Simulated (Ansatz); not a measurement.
**Question.** Name a neutral molecule of C, F, N, O and H with HOMO energy (PBE0/def2-TZVPP) between -6.70 and -6.40 eV and size of the dipole moment (PBE/def2-TZVPP) between 2.75 and 3.05 D (Ansatz, PBE0-D4/def2-TZVP geometry).

**Answer.** `C=C(N)OCF` (-6.44 eV, 2.92 D). Other molecules can fit too; these were computed, each in one conformer that needn't be the lowest.
